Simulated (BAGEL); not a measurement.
**C2H6OS (SMILES COCS) at HF/3-21G (density fitting with qzvpp-jkfit)**

Aim: the vertical ionisation energy of C2H6OS at HF/3-21G (density fitting with qzvpp-jkfit), from 2 runs. 

The results are computed with BAGEL 1.2.2.

1 further run of the same task is left out (set aside as unsound or not needed).

### Step 1. The system as given

C2H6OS has 10 atoms, charge 0, and is taken as a singlet. SMILES: `COCS`. The shape is that of a PBE0-D4/def2-TZVP optimisation. This is a higher conformer, about 13 kJ/mol above the lowest found by a separate search.

Bond lengths: C1–O2 1.405 Å, O2–C3 1.397 Å, C3–S4 1.792 Å, C1–H5 1.089 Å, C1–H6 1.099 Å, C1–H7 1.099 Å, C3–H8 1.098 Å, C3–H9 1.099 Å, S4–H10 1.342 Å. Some angles: C1–O2–C3 111.6°, O2–C3–S4 111.3°, O2–C1–H5 107.3°, O2–C1–H6 111.5°, O2–C1–H7 111.6°, O2–C3–H8 110.9°, O2–C3–H9 111.3°, S4–C3–H8 109.9°, S4–C3–H9 105.3°, C3–S4–H10 96.4°.

### Step 2. The energy at HF/3-21G (density fitting with qzvpp-jkfit)

Input file calc.json:

```json
{ "bagel": [

{
  "title": "molecule",
  "basis": "3-21g",
  "df_basis": "qzvpp-jkfit",
  "angstrom": "true",
  "geometry": [
    { "atom": "C", "xyz": [      -1.057400,       0.917100,       0.463500 ] },
    { "atom": "O", "xyz": [      -0.173600,       0.460400,      -0.528600 ] },
    { "atom": "C", "xyz": [       0.740500,      -0.464600,      -0.018100 ] },
    { "atom": "S", "xyz": [       1.885100,      -1.015300,      -1.282000 ] },
    { "atom": "H", "xyz": [      -1.740300,       1.620900,      -0.011000 ] },
    { "atom": "H", "xyz": [      -0.522500,       1.429700,       1.274700 ] },
    { "atom": "H", "xyz": [      -1.639000,       0.092100,       0.897700 ] },
    { "atom": "H", "xyz": [       0.221500,      -1.327500,       0.418500 ] },
    { "atom": "H", "xyz": [       1.368100,      -0.015300,       0.764900 ] },
    { "atom": "H", "xyz": [       1.000700,      -1.748600,      -1.976500 ] }
  ]
},

{
  "title": "hf"
},

{
  "title": "print",
  "file": "orbitals.molden",
  "orbitals": "true"
}

]}
```

Run with:

```
BAGEL_NUM_THREADS=1 BAGEL calc.json > calc.out
```

The log of the run:

```text
* using 1 threads per process

  ===============================================================
  ===============================================================

  *** Geometry ***

  { "atom" : "C", "xyz" : [     -1.998196,      1.733068,      0.875888 ] },
  { "atom" : "O", "xyz" : [     -0.328056,      0.870030,     -0.998909 ] },
  { "atom" : "C", "xyz" : [      1.399342,     -0.877967,     -0.034204 ] },
  { "atom" : "S", "xyz" : [      3.562323,     -1.918639,     -2.422629 ] },
  { "atom" : "H", "xyz" : [     -3.288690,      3.063057,     -0.020787 ] },
  { "atom" : "H", "xyz" : [     -0.987382,      2.701741,      2.408834 ] },
  { "atom" : "H", "xyz" : [     -3.097261,      0.174044,      1.696407 ] },
  { "atom" : "H", "xyz" : [      0.418574,     -2.508611,      0.790850 ] },
  { "atom" : "H", "xyz" : [      2.585334,     -0.028913,      1.445452 ] },
  { "atom" : "H", "xyz" : [      1.891049,     -3.304375,     -3.735044 ] },

  Number of auxiliary basis functions:      463

  Since a DF basis is specified, we compute 2- and 3-index integrals:
    o Being stored without compression. Storage requirement is 0.010 GB

  Number of basis functions:       52
  Number of electrons      :       42

    * METHOD: MOLECULE                             0.13

  *** RHF ***

  === Nuclear Repulsion ===
   167.7864906547

      * DIIS with orbital gradients will be used.

  === RHF iteration (3-21g) ===
      0       -548.68114420          0.01753718           0.03
      1       -548.74448588          0.00873955           0.03
      2       -548.75829067          0.00177718           0.03
      3       -548.75917670          0.00023269           0.03
      4       -548.75920518          0.00008222           0.03
      5       -548.75920892          0.00001838           0.03
      6       -548.75920911          0.00000571           0.03
      7       -548.75920912          0.00000158           0.03
      8       -548.75920913          0.00000035           0.03
      9       -548.75920913          0.00000017           0.03
     10       -548.75920913          0.00000006           0.03
     11       -548.75920913          0.00000002           0.03
     12       -548.75920913          0.00000001           0.03
    * SCF iteration converged.

    * Permanent dipole moment:
           (    0.745186,     0.229752,    -0.871725) a.u.

    * METHOD: HF                                   0.46

    * METHOD: PRINT                                0.01

  ===============================================================
```

Wall time 0.76 s (1 thread of Arm Neoverse V2, shared host); peak memory 0.082 GiB.

### Step 3. The doublet cation

Input file job.json:

```json
{ "bagel" : [

{
  "title" : "molecule",
  "basis" : "3-21g",
  "df_basis" : "qzvpp-jkfit",
  "angstrom" : true,
  "geometry" : [
    { "atom" : "C", "xyz" : [      -1.057400,       0.917100,       0.463500 ] },
    { "atom" : "O", "xyz" : [      -0.173600,       0.460400,      -0.528600 ] },
    { "atom" : "C", "xyz" : [       0.740500,      -0.464600,      -0.018100 ] },
    { "atom" : "S", "xyz" : [       1.885100,      -1.015300,      -1.282000 ] },
    { "atom" : "H", "xyz" : [      -1.740300,       1.620900,      -0.011000 ] },
    { "atom" : "H", "xyz" : [      -0.522500,       1.429700,       1.274700 ] },
    { "atom" : "H", "xyz" : [      -1.639000,       0.092100,       0.897700 ] },
    { "atom" : "H", "xyz" : [       0.221500,      -1.327500,       0.418500 ] },
    { "atom" : "H", "xyz" : [       1.368100,      -0.015300,       0.764900 ] },
    { "atom" : "H", "xyz" : [       1.000700,      -1.748600,      -1.976500 ] }
  ]
},

{ "title" : "uhf", "charge" : 1, "nopen" : 1 },

{ "title" : "print", "file" : "orbitals.molden", "orbitals" : true }

]}
```

Run with:

```
BAGEL_NUM_THREADS=1 BAGEL job.json > job.out
```

The log of the run:

```text
* using 1 threads per process

  ===============================================================
  ===============================================================

  *** Geometry ***

  { "atom" : "C", "xyz" : [     -1.998196,      1.733068,      0.875888 ] },
  { "atom" : "O", "xyz" : [     -0.328056,      0.870030,     -0.998909 ] },
  { "atom" : "C", "xyz" : [      1.399342,     -0.877967,     -0.034204 ] },
  { "atom" : "S", "xyz" : [      3.562323,     -1.918639,     -2.422629 ] },
  { "atom" : "H", "xyz" : [     -3.288690,      3.063057,     -0.020787 ] },
  { "atom" : "H", "xyz" : [     -0.987382,      2.701741,      2.408834 ] },
  { "atom" : "H", "xyz" : [     -3.097261,      0.174044,      1.696407 ] },
  { "atom" : "H", "xyz" : [      0.418574,     -2.508611,      0.790850 ] },
  { "atom" : "H", "xyz" : [      2.585334,     -0.028913,      1.445452 ] },
  { "atom" : "H", "xyz" : [      1.891049,     -3.304375,     -3.735044 ] },

  Number of auxiliary basis functions:      463

  Since a DF basis is specified, we compute 2- and 3-index integrals:
    o Being stored without compression. Storage requirement is 0.010 GB

  Number of basis functions:       52
  Number of electrons      :       42

    * METHOD: MOLECULE                             0.13

  *** Open-shell HF ***

  === Nuclear Repulsion ===
   167.7864906547

      * DIIS with orbital gradients will be used.

  === UHF iteration (3-21g) ===
      0       -548.32618221          0.03578624           0.05
      1       -548.41307045          0.01816862           0.06
      2       -548.42756426          0.01125990           0.06
      3       -548.43393319          0.00156371           0.06
      4       -548.43517172          0.00067411           0.06
      5       -548.43550408          0.00037122           0.06
      6       -548.43566290          0.00019235           0.06
      7       -548.43570458          0.00011997           0.06
      8       -548.43572326          0.00005788           0.06
      9       -548.43572678          0.00002709           0.06
     10       -548.43572762          0.00000941           0.06
     11       -548.43572777          0.00000330           0.06
     12       -548.43572780          0.00000143           0.06
     13       -548.43572782          0.00000063           0.06
     14       -548.43572782          0.00000032           0.06
     15       -548.43572782          0.00000019           0.05
     16       -548.43572782          0.00000011           0.06
     17       -548.43572782          0.00000007           0.05
     18       -548.43572782          0.00000004           0.06
     19       -548.43572782          0.00000002           0.06
     20       -548.43572782          0.00000001           0.06
     21       -548.43572782          0.00000001           0.06
    * SCF iteration converged.

    * S^2 (UHF) is 0.7581

    * Permanent dipole moment:
           (   -0.712636,     1.367347,     0.048878) a.u.

    * METHOD: UHF                                  1.35

    * METHOD: PRINT                                0.01

  ===============================================================
```

Wall time 1.6 s (1 thread of Arm Neoverse V2, shared host); peak memory 0.082 GiB.

### Step 4. Results

At HF/3-21G (density fitting with qzvpp-jkfit):

| quantity | value |
| --- | --- |
| singlet C2H6OS: total energy | -548.75921 Eh |
| singlet C2H6OS: dipole moment | 2.97 D |
| singlet C2H6OS: HOMO energy | -10.12 eV |
| singlet C2H6OS: LUMO energy | 5.21 eV |
| singlet C2H6OS: HOMO–LUMO gap | 15.33 eV |
| doublet cation: total energy | -548.43573 Eh |
| doublet cation: ⟨S²⟩ | 0.758 |
| vertical ionisation energy (to the doublet cation) | 8.802 eV |

In words: The vertical ionisation energy comes to 8.80 eV (849 kJ/mol). −ε(HOMO) before ionisation, 10.12 eV, is 1.32 eV above this ionisation energy.
